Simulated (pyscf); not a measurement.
H₂N–InH₂ + water (H₂O) → H₂N–InH–OH + hydrogen (H₂), a four-centre exchange (singlet surface; H–In, H–O broken, In–O, H–H formed). Single points on ωB97X-D3(BJ)/def2-SVP structures (PySCF, gas phase). Energies in eV from the separated reactants.

Small-basis levels: PySCF, no dispersion term, spherical d functions. AM1 to PM7: differences of heats of formation from MOPAC, which are fitted to 298 K values and so differ in kind from electronic energies by zero-point and thermal terms. GFN2-xTB: tblite. Cost: rough CPU time at the saddle relative to B3LYP/6-31G*+LANL2DZ, from one job on a shared machine.

```csv
level,barrier,reaction energy,cost
MP2/6-31G*+LANL2DZ,0.52,-0.73,0.1
SVWN5/6-31G*+LANL2DZ,-0.11,-0.47,0.8
BP86/6-31G*+LANL2DZ,0.26,-0.55,1
PBE/6-31G*+LANL2DZ,0.21,-0.55,1
GFN2-xTB,0.47,-0.16,under 0.02
AM1,2.23,+1.48,under 0.02
PM7,0.01,-1.83,under 0.02
ωB97M-D3(BJ)/def2-TZVP,0.76,-0.07,–
```

Against the last row the barrier runs from -0.87 (SVWN5/6-31G*+LANL2DZ) to +1.47 eV (AM1). At SVWN5/6-31G*+LANL2DZ this geometry lies under one side, so the entry may be no barrier of that level: it is a single point on another level's saddle. ωB97M-D3(BJ)/def2-TZVP has limits of its own. On the reactant side the descent ends in an adduct with a In–O contact, 0.47 eV under the separated species and 1.14 eV under the saddle at ωB97X-D3(BJ)/def2-TZVP. What is counted as formed (In–O) is already present as a longer contact in the reactant adduct; forming that adduct is a step of its own. At the saddle there is also a short H–In contact that neither side keeps. At ωB97X-D3(BJ)/def2-TZVP the barrier from the zero used here is 0.67 eV. The same reactants have a lower exit, to NH₃ + HO–InH₂ (highest point, the separated products, at -0.23 eV at ωB97M-D3(BJ)/def2-TZVP, against +0.76 eV here). One saddle was located; it need not be the lowest between these sides. In the def2 sets elements past Kr carry core potentials, without spin-orbit coupling.
